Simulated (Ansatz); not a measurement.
This script for the Python package of Ansatz (0.2.0) starts 6 runs on C2HClS, SMILES S=C=CCl. What input does the engine get in each?

`methods.py`
```python
"""One geometry of C2HClS, method by method."""

from pathlib import Path

import ansatz as az
from ase import Atoms
import numpy as np


def main() -> None:
    atoms = Atoms(["S", "C", "C", "Cl", "H"], positions=[
        (-1.212, -1.6702, 1.4596),
        (-0.2999, -0.4925, 0.4384),
        (0.3783, 0.3222, -0.2919),
        (-0.3054, 1.364, -1.3828),
        (1.489, 0.4029, -0.2647),
    ])
    molecule = az.Crystal.molecule_from_ase(atoms)

    base = molecule.calculation().basis(gaussian="cc-pVDZ")

    print("functional    E (Ha)        dipole (D)   HOMO (eV)  LUMO (eV)")
    for name in ["hse06", "pbe0", "lc_wpbe", "hf", "lda", "b3lyp"]:
        report = base.functional(name).forces().orbitals().run(threads=1, pin="off", runs_dir="runs").report
        lines = Path(report["orbitals_path"]).read_text().splitlines()
        field_of = lambda key: [line.split("=")[1].strip() for line in lines if line.startswith(key)]
        orbitals = [(27.211386 * float(e), s, float(n)) for e, s, n in zip(field_of("Ene="), field_of("Spin="), field_of("Occup="))]
        homo = max(e for e, _, n in orbitals if n > 0.5)
        lumo = min(e for e, _, n in orbitals if n < 0.5)
        dipole = 4.803205 * np.linalg.norm(report["charge_distribution"]["dipole_moment_e_ang"])
        print(f"{name:10s} {report['free_energy_ev'] / 27.211386246:14.6f} {dipole:9.3f} {homo:11.3f} {lumo:10.3f}")


if __name__ == "__main__":
    main()
```

Run 1:
```yaml
crystal:
  periodic: [false, false, false]
  atoms:
    - { symbol: S, position_ang: [-1.212, -1.6702, 1.4596] }
    - { symbol: C, position_ang: [-0.2999, -0.4925, 0.4384] }
    - { symbol: C, position_ang: [0.3783, 0.3222, -0.2919] }
    - { symbol: Cl, position_ang: [-0.3054, 1.364, -1.3828] }
    - { symbol: H, position_ang: [1.489, 0.4029, -0.2647] }
basis:
  gaussian:
    orbitals: cc-pVDZ
hamiltonian:
  xc: hse06
output:
  orbitals: {}
  forces: true
```

Run 2, against run 1:
```diff
-  xc: hse06
+  xc: pbe0
```

Run 3, against run 1:
```diff
-  xc: hse06
+  xc: lc_wpbe
```

Run 4, against run 1:
```diff
-  xc: hse06
+  xc: hf
```

Run 5, against run 1:
```diff
-  xc: hse06
+  xc: lda
```

Run 6, against run 1:
```diff
-  xc: hse06
+  xc: b3lyp
```

```console
$ python methods.py
functional    E (Ha)        dipole (D)   HOMO (eV)  LUMO (eV)
hse06         -934.711807     1.499      -6.430     -3.829
pbe0          -934.730275     1.507      -6.823     -3.451
lc_wpbe       -934.792670     1.707      -9.420     -1.285
hf            -933.245458     2.278      -9.372      0.295
lda           -931.547059     1.292      -5.737     -4.413
b3lyp         -935.145541     1.448      -6.529     -3.544
```

Notes:
- Total energies depend on the basis set; only differences at equal settings carry meaning.
- The geometry is a force-field or estimated start, not a minimum of this method, and the basis set is short of its limit. A lower total doesn't mark the better method: functionals have no common bound, and MP2 and coupled cluster aren't variational.
- b3lyp holds the VWN-RPA fit, as in Gaussian; the form of ORCA and Turbomole is b3lyp5.
- Levels such as HOMO and LUMO are orbital energies: with these approximate functionals they aren't the ionisation energy and electron affinity, and their gap isn't the fundamental gap.
- For Al to Cl the sets with a tight d function, cc-pV(X+d)Z, are usual.
- hse06 follows the composition of plane-wave codes, whose totals differ by tens of mHa, up to about 0.1 Ha, from the form usual in Gaussian-basis programs (wpbeh).
- Hardware and time: 6.7 s on 1 thread of Intel(R) Xeon(R) 6975P-C (Granite Rapids) (shared host), peak memory 0.2 GiB.

(Lines on the test bed's own set-up are left out of the output.)
